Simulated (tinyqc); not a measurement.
RKS/BLYP in the sto-3g basis, for H2O, spin multiplicity 1, step by step. One step of it, computed by the program tinyqc.

Problem. Iteration 1: diagonalisation and new density. Diagonalise F' = X^T F X, C = X C', fill 5 alpha and 5 beta electrons from the bottom; D = 2 C_occ C_occ^T. Each column has its largest component positive (the first on a tie).

Kohn-Sham matrix F (hartree), lower triangle:
```
,1O 1s,1O 2s,1O 2px,1O 2py,1O 2pz,2H 1s,3H 1s
1O 1s,-16.958809
1O 2s,-4.433341,-1.069304
1O 2px,0.000000,0.000000,0.758607
1O 2py,0.000000,0.000000,0.000000,0.693975
1O 2pz,-0.008495,-0.127668,0.000000,0.000000,0.713273
2H 1s,-0.416123,-0.261520,0.000000,-0.092439,-0.103069,-0.258175
3H 1s,-0.416123,-0.261520,0.000000,0.092439,-0.103069,-0.083071,-0.258175
```

X:
```
,1,2,3,4,5,6,7
1O 1s,-0.440750,0.000000,0.671615,0.000000,0.599381,0.000000,0.242335
1O 2s,0.901790,0.000000,-0.274905,0.000000,0.315354,0.000000,0.482825
1O 2px,0.000000,0.000000,0.000000,1.000000,0.000000,0.000000,0.000000
1O 2py,0.000000,0.775350,0.000000,0.000000,0.000000,0.699240,0.000000
1O 2pz,0.403371,0.000000,0.693900,0.000000,-0.599026,0.000000,0.230600
2H 1s,-0.541181,-0.668421,-0.243931,0.000000,-0.204574,0.405549,0.389533
3H 1s,-0.541181,0.668421,-0.243931,0.000000,-0.204574,-0.405549,0.389533
```

Give: F' = X^T F X; orbital energies; coefficients C; D after iteration 1.

Solution.

F' = X^T F X (hartree), lower triangle:
```
,1,2,3,4,5,6,7
1,-0.6100
2,0.0000,0.4524
3,2.4550,0.0000,-5.4774
4,0.0000,0.0000,0.0000,0.7586
5,2.5273,0.0000,-7.0762,0.0000,-7.3721
6,0.0000,0.4995,0.0000,0.0000,0.0000,0.1769
7,1.6775,0.0000,-3.7140,0.0000,-4.3721,0.0000,-2.7686
```

orbital energies (hartree): MO1 -16.9703, MO2 -0.3220, MO3 -0.2035, MO4 0.2619, MO5 0.7586, MO6 0.8023, MO7 0.8327

coefficients C:
```
,MO1,MO2,MO3,MO4,MO5,MO6,MO7
1O 1s,0.9932,-0.0908,0.0000,-0.2621,0.0000,0.0024,0.0000
1O 2s,0.0283,0.2363,0.0000,1.0789,0.0000,0.0271,0.0000
1O 2px,0.0000,0.0000,0.0000,0.0000,1.0000,0.0000,0.0000
1O 2py,0.0000,0.0000,0.0865,0.0000,0.0000,0.0000,1.0405
1O 2pz,0.0020,0.0867,0.0000,0.0437,0.0000,1.0231,0.0000
2H 1s,-0.0043,0.5874,0.7276,-0.3991,0.0000,-0.2040,-0.2861
3H 1s,-0.0043,0.5874,-0.7276,-0.3991,0.0000,-0.2040,0.2861
```

D after iteration 1, lower triangle:
```
,1O 1s,1O 2s,1O 2px,1O 2py,1O 2pz,2H 1s,3H 1s
1O 1s,2.1266
1O 2s,-0.5523,2.4413
1O 2px,0.0000,0.0000,2.0000
1O 2py,0.0000,0.0000,0.0000,0.0150
1O 2pz,-0.0348,0.1353,0.0000,0.0000,0.0189
2H 1s,0.0939,-0.5837,0.0000,0.1259,0.0670,2.0675
3H 1s,0.0939,-0.5837,0.0000,-0.1259,0.0670,-0.0501,2.0675
```
